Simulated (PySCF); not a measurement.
Reproducing measurements on butyronitrile

**The experiment to reproduce.**

From NIST CCCBDB Release 22 (SRD 101), experimental polarizabilities, for the gas: mean polarisability 8.4 Å³.

The results are set against them at the end.

Species: butyronitrile, C₄H₇N.
Numbering: `[CH3:1][CH2:2][CH2:3][C:4]#[N:5]` (hydrogens: H6, H7, H8 on C1; H9, H10 on C2; H11, H12 on C3)

Structure used (GFN2-xTB), in Å, numbered top down from 1:
```xyz
12
C4H7N angstrom
C     -1.272   -0.497   -0.334
C     -0.417    0.352    0.598
C      0.951    0.671   -0.019
C      1.725   -0.529   -0.212
N      2.330   -1.488   -0.355
H     -2.229   -0.721    0.130
H     -1.459    0.028   -1.270
H     -0.770   -1.435   -0.561
H     -0.270   -0.175    1.543
H     -0.928    1.294    0.813
H      1.518    1.342    0.633
H      0.822    1.157   -0.991
```

Runs made with PySCF (gas phase, on this GFN2-xTB geometry; no spin–orbit coupling):

```csv
level,job,basis functions
CAM-B3LYP/def2-SVPD,"8 singlets by full TDDFT, 3 Tamm–Dancoff triplets, polarisability",156
"HF/6-311G**, energy threshold 1e-07 Eh","25 singlets by TDHF, 2 Tamm–Dancoff triplets, polarisability",132
```

All basis functions are spherical.

Results beside the measurements:

**Mean polarisability.** Measured: 8.4 Å³ (NIST CCCBDB Release 22 (SRD 101), experimental polarizabilities).

```json
{"level": "CAM-B3LYP/def2-SVPD", "computed (Å³)": "7.62", "computed − measured (Å³)": "-0.78", "% (from the printed values)": "-9"}
{"level": "HF/6-311G**", "computed (Å³)": "6.65", "computed − measured (Å³)": "-1.75", "% (from the printed values)": "-21"}
```

Closest is CAM-B3LYP/def2-SVPD (-0.78 Å³), furthest HF/6-311G** (-1.75 Å³); one molecule doesn't rank methods. The computed values are static and purely electronic, with core orbitals frozen in the response (1 au = 0.148185 Å³). The table of measured values doesn't say here whether a value is static or optical, or holds a vibrational part. The measurement averages over conformers, the calculation has one.

The geometry is computed, not the measured one. Where a level misses, the cause wasn't examined.
